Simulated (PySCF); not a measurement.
## Orbital picture of NH⁺

r²SCAN at R = 1.099 Å; basis H def2-TZVPPD, N def2-TZVPPD; no relativity; PySCF 2.14. State: ⁴Σ⁻ (quartet), unpaired electrons σ ↑, π ↑↑. Only the outer orbitals are listed, counted within each symmetry.

```json
{"spin": "α", "orbital": "2σ", "occ.": "1", "ε (eV)": "-34.70", "on H (%)": "11", "main shells (%)": "88 N s, 10 H s"}
{"spin": "α", "orbital": "3σ", "occ.": "1", "ε (eV)": "-24.14", "on H (%)": "23", "main shells (%)": "72 N p, 22 H s"}
{"spin": "α", "orbital": "1π", "occ.": "1", "ε (eV)": "-20.85", "on H (%)": "1", "main shells (%)": "99 N p"}
{"spin": "α", "orbital": "1π", "occ.": "1", "ε (eV)": "-20.85", "on H (%)": "1", "main shells (%)": "99 N p"}
{"spin": "α", "orbital": "4σ", "occ.": "0", "ε (eV)": "-8.04", "on H (%)": "78", "main shells (%)": "73 H s, 14 N p"}
{"spin": "β", "orbital": "2σ", "occ.": "1", "ε (eV)": "-29.19", "on H (%)": "21", "main shells (%)": "71 N s, 19 H s, 8 N p"}
{"spin": "β", "orbital": "3σ", "occ.": "0", "ε (eV)": "-17.30", "on H (%)": "22", "main shells (%)": "52 N p, 26 N s, 22 H s"}
{"spin": "β", "orbital": "1π", "occ.": "0", "ε (eV)": "-13.82", "on H (%)": "2", "main shells (%)": "97 N p"}
{"spin": "β", "orbital": "1π", "occ.": "0", "ε (eV)": "-13.82", "on H (%)": "2", "main shells (%)": "97 N p"}
```

Question: Which are the highest filled and the lowest empty level, where do they sit, and how wide is the gap?

Answer: Highest filled α 1π at -20.85 eV (in %: 99 N p); lowest empty β 3σ at -17.30 eV (in %: 52 N p, 26 N s, 22 H s); the gap at r²SCAN is 3.55 eV.

```json
{
 "bond order (Mayer)": "0.80",
 "⟨S²⟩": "3.752",
 "charge on H (Mulliken, basis-dependent)": "0.44",
 "charge on H (Löwdin, basis-dependent)": "0.08",
 "dipole moment (positive dipole points towards N; it is taken about the centre of mass and depends on that origin)": "-1.68 D"
}
```

The state was picked by a PBE0 search and need not be the measured ground state.
